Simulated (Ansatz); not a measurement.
Born–Oppenheimer molecular dynamics of CHNSi (4 atoms, charge 0, multiplicity 1). It starts from a relaxed structure.

Computed with Ansatz, UKS B3LYP-D4/def2-SVP.

```
ensemble        : NVT, Langevin thermostat
time step       : 0.5 fs
steps asked     : 166
set temperature : 3000 K
friction        : 0.005 /fs
seed            : 616076
```

First frame:

```xyz
4
Properties=species:S:1:pos:R:3
C -0.790 -0.225 0.706
Si 1.169 -0.159 0.922
N -0.046 0.080 -0.333
H -0.333 0.303 -1.296
```

Q: How far do the bonds stretch over the last three quarters of this one trajectory? (Pairs bonded in most of those frames.)

A: 
| bond | mean (Å) | spread (Å) | shortest | longest |
| --- | --- | --- | --- | --- |
| C1–Si2 | 2.093 | 0.233 | 1.71 | 2.39 |
| C1–N3 | 1.317 | 0.032 | 1.27 | 1.39 |
| Si2–N3 | 1.813 | 0.087 | 1.62 | 1.93 |
| N3–H4 | 1.044 | 0.041 | 0.95 | 1.12 |

Mean temperature of the second half: 1929 K. The mean temperature of the second half is 36 % below the set value. A run of 0.083 ps of so small a system gives no equilibrium averages.

Run time: 5.1 min on 1 thread of Arm Neoverse V2, on a shared host, peak memory 0.12 GiB.
